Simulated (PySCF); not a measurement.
# H2S2: a look at the electrons

For H2S2, the scripts below compute its lowest excited states, localise its valence orbitals and measure its response to a uniform field.

The runs use PySCF 2.14.0; levels as typed in each script, gas phase, geometry from GFN2-xTB.

## 1. Where the work starts

SMILES `SS`, 4 atoms, charge 0, spin multiplicity 1.

Bond lengths: S1–S2 2.045 Å, S1–H3 1.340 Å, S2–H4 1.340 Å. Angles: S2–S1–H3 98.1°, S1–S2–H4 98.1°.

Geometry (Å):

```mol
H2S2
  3D, bonds by distance, orders not assigned

  4  3  0  0  0  0  0  0  0  0999 V2000
    1.0201   -0.0704   -0.0522 S   0  0
   -1.0201    0.0704   -0.0522 S   0  0
    1.2771    0.8998    0.8356 H   0  0
   -1.2771   -0.8998    0.8356 H   0  0
  1  2  8  0
  1  3  8  0
  2  4  8  0
M  END
```

## 2. Excited states (B3LYP/cc-pvtz)

Contents of input.py:

```python
import numpy as np
from pyscf import gto, scf, dft, tdscf
from pyscf.scf import atom_ks, atom_hf
from scipy.linalg import block_diag

def solve(mol, dm0=None, hcore=None):
    mf = (dft.UKS if mol.spin else dft.RKS)(mol, xc='b3lyp')
    mf.grids.level = 3
    mf = mf.density_fit(auxbasis='def2-universal-jkfit')
    mf.conv_tol, mf.max_cycle = 1e-8, 80
    if hcore is not None:
        mf.get_hcore = lambda *args: hcore
    mf.kernel(dm0)
    if not mf.converged:
        mf = mf.newton().run(mf.mo_coeff, mf.mo_occ, max_cycle=30)
    assert mf.converged, 'SCF not converged'
    return mf

mol = gto.M(atom='''
S      1.02006    -0.07041    -0.05223
S     -1.02006     0.07041    -0.05223
H      1.27708     0.89981     0.83563
H     -1.27708    -0.89981     0.83563
''', basis='cc-pvtz', charge=0, spin=0, verbose=4)
mf = solve(mol)
td = mf.TDDFT()
td.nstates, td.singlet, td.conv_tol = 4, True, 1e-5
td.kernel()
td.analyze()
x, y = np.array([p[0] for p in td.xy]), np.array([p[1] + 0 * p[0] for p in td.xy])
f, mu = td.oscillator_strength(), td.transition_dipole()
nto = [td.get_nto(state=i + 1, verbose=4) for i in range(len(td.e))]
# spherically averaged free atoms, for the promolecule
atm = atom_ks.get_atm_nrks(mol, xc='b3lyp')
pro = block_diag(*[(atm[a[0]][2] * atm[a[0]][3]) @ atm[a[0]][2].T for a in mol._atom])
np.savez('result.npz', e=td.e, f=f, ok=td.converged, w=[n[0] for n in nto], nto=[n[1] for n in nto], x=x, y=y, c=mf.mo_coeff, occ=mf.mo_occ, eps=mf.mo_energy, pro=pro, mu=mu)
```

Started as:

```console
$ OMP_NUM_THREADS=1 python input.py
```

## 4. Localised orbitals (LDA (SVWN)/cc-pvtz)

Contents of input.py:

```python
import numpy as np
from pyscf import gto, scf, dft, lo
from pyscf.data.elements import chemcore

def solve(mol, dm0=None, hcore=None):
    mf = (dft.UKS if mol.spin else dft.RKS)(mol, xc='svwn')
    mf.grids.level = 3
    mf = mf.density_fit(auxbasis='def2-universal-jkfit')
    mf.conv_tol, mf.max_cycle = 1e-8, 80
    if hcore is not None:
        mf.get_hcore = lambda *args: hcore
    mf.kernel(dm0)
    if not mf.converged:
        mf = mf.newton().run(mf.mo_coeff, mf.mo_occ, max_cycle=30)
    assert mf.converged, 'SCF not converged'
    return mf

mol = gto.M(atom='''
S      1.02006    -0.07041    -0.05223
S     -1.02006     0.07041    -0.05223
H      1.27708     0.89981     0.83563
H     -1.27708    -0.89981     0.83563
''', basis='cc-pvtz', charge=0, spin=0, verbose=4)
mf = solve(mol)
occ_all = mf.mo_coeff[:, mf.mo_occ > 0]
occ = occ_all[:, chemcore(mol):]
loc = lo.ibo.ibo(mol, occ, iaos=lo.iao.iao(mol, occ_all))
fock, s = mf.get_fock(), mf.get_ovlp()
ortho = lo.orth_ao(mol, 'meta_lowdin')
ortho = lo.vec_lowdin(lo.iao.iao(mol, occ_all), s)
labels = lo.iao.reference_mol(mol).ao_labels(fmt=None)
vir = lo.vvo.livvo(mol, occ_all, mf.mo_coeff[:, mf.mo_occ == 0])
both = np.hstack([loc, vir])
p = (ortho.T @ s @ both) ** 2
pop = np.array([p[[l[0] == a for l in labels]].sum(0) for a in range(mol.natm)])
spd = np.array([[p[[l[0] == a and l[2][-1] == k for l in labels]].sum(0) for k in 'spd'] for a in range(mol.natm)])
eps = np.einsum('pi,pq,qi->i', both, fock, both)
for i in np.argsort(eps):
    top = np.argsort(-pop[:, i])[:3]
    print('%3d %s %9.4f Eh ' % (i + 1, 'occ' if i < loc.shape[1] else 'vir', eps[i]), '  '.join('%s%d %.3f' % (mol.atom_symbol(a), a + 1, pop[a, i]) for a in top))
np.savez('result.npz', c=both, nocc=loc.shape[1], pop=pop, spd=spd, eps=eps, e=mf.e_tot)
```

## 6. Response to an electric field (PBE/6-31+g*)

Contents of input.py:

```python
import numpy as np
from pyscf import gto, scf, dft
from pyscf.scf import atom_ks, atom_hf
from scipy.linalg import block_diag

def solve(mol, dm0=None, hcore=None):
    mf = (dft.UKS if mol.spin else dft.RKS)(mol, xc='pbe')
    mf.grids.level = 3
    mf = mf.density_fit(auxbasis='def2-universal-jkfit')
    mf.conv_tol, mf.max_cycle = 1e-8, 80
    if hcore is not None:
        mf.get_hcore = lambda *args: hcore
    mf.kernel(dm0)
    if not mf.converged:
        mf = mf.newton().run(mf.mo_coeff, mf.mo_occ, max_cycle=30)
    assert mf.converged, 'SCF not converged'
    return mf

mol = gto.M(atom='''
S      1.02006    -0.07041    -0.05223
S     -1.02006     0.07041    -0.05223
H      1.27708     0.89981     0.83563
H     -1.27708    -0.89981     0.83563
''', basis='6-31+g*', charge=0, spin=0, verbose=4)
field = np.array([-0.0, -0.0, -0.004])  # atomic units
mol.set_common_orig(mol.atom_charges() @ mol.atom_coords() / mol.atom_charges().sum())
mf = solve(mol)
out = dict(dm0=mf.make_rdm1(), d0=mf.dip_moment(unit='AU'), e0=mf.e_tot)
for name, sign in (('p', 1), ('m', -1)):
    h = mf.get_hcore() + sign * np.einsum('x,xij->ij', field, mol.intor('int1e_r'))
    mi = solve(mol, mf.make_rdm1(), h)
    out.update({'dm' + name: mi.make_rdm1(), 'd' + name: mi.dip_moment(unit='AU'), 'e' + name: mi.e_tot})
# spherically averaged free atoms, for the promolecule
atm = atom_ks.get_atm_nrks(mol, xc='pbe')
pro = block_diag(*[(atm[a[0]][2] * atm[a[0]][3]) @ atm[a[0]][2].T for a in mol._atom])
np.savez('result.npz', pro=pro, **out)
```

(Steps that only read results are left out.)

Q: Predict the outcome of this session. Wanted: lowest singlet excitation; polarisability along the field.

**Answer**, as computed:

```
                                                     quantity       value
                    lowest singlet excitation (B3LYP/cc-pvtz)     4.75 eV
localised occupied orbitals above −45 eV (LDA (SVWN)/cc-pvtz)           7
                 polarisability along the field (PBE/6-31+g*)  29.6 bohr³
```

**Reading.** The geometry was not optimised at these levels.
